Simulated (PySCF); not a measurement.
C2H3N, SMILES N#CC. Geometry optimised at ωB97X-D3(BJ)/def2-TZVP.

TDA-PBE0/def2-SVPD in PySCF puts the lowest singlet excitations at 7.94, 8.31, 8.31, 8.70, 8.70, 9.55 eV.

**Question.** What are the lowest excitation roots from ADC(2)/aug-cc-pVDZ (PySCF)? (An estimate is asked for; the answer gives what the named calculation found.)

**Answer.** 8.76, 8.84, 8.84, 9.02, 9.11, 9.11 eV. S1 differs by 0.81 eV (second minus first; roots are paired by order, and the bases may differ).
